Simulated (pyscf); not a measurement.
`[CH3][SiH][CH3]` [doublet] + `[ClH]` → `[CH3][Si]([CH3])[Cl]` [doublet] + `[H][H]` (four-centre exchange; doublet surface; H–Si, Cl–H broken, Cl–Si, H–H formed). Structures and frequencies: ωB97X-D3(BJ)/def2-SVP in PySCF. Rate constants from transition-state theory, ωB97M-D3(BJ)/def2-TZVP energies (ideal gas, 1 atm, RRHO with modes under 100 cm⁻¹ raised to 100, one conformer, R ln 2 for rigid chiral ones; no tunnelling), k in cm³ molecule⁻¹ s⁻¹.

```tsv
T (K)	1000/T	log10 k
298	3.354	-31.59
600	1.667	-22.02
900	1.111	?
1200	0.833	-16.93
```

Problem. Fit an Arrhenius line to the three values, give the activation energy, and predict k at 900 K.

Solution. Least squares gives log10 k = -12.21 − 5.79 × 1000/T, so Ea = 5.79 × ln 10 × 1.987 = 26.5 kcal/mol, against an electronic barrier of 25.1. At 900 K the line gives -18.64; the computed value is -18.68 (ΔG‡ = 53.7 kcal/mol), close to the line. This is the saddle that the search found; another between the same sides may lie lower.
